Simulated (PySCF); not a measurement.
**Relaxation of singlet H₂O**

Computed with PBE in PySCF with O def2-TZVP, H def2-TZVP; no relativity; density-fitted integrals. A (50,194) grid was used.

A hand-made bent start, of C2v symmetry, held to at least that symmetry:

```xyz
3
charge 0 multiplicity 1, angstrom
O     0.0000    0.0000   -0.0610
H     0.7782    0.0000    0.4839
H    -0.7782    0.0000    0.4839
```

(1) What forces act on the atoms at the start (eV/Å)?

(2) What does it relax to?

(3) How much energy is released, and in how many steps?

Results:

(1) 
```
atom     Fx    Fy     Fz
  O1   0.00  0.00  -1.64
  H2   0.56  0.00   0.82
  H3  -0.56  0.00   0.82
```

(2) It ends at C2v with O–H 0.971 Å (×2); H–O–H 104.3°. A frequency run shows a minimum. Other isomers or separated fragments may lie lower.

(3) 3.5 kJ/mol in 3 steps.
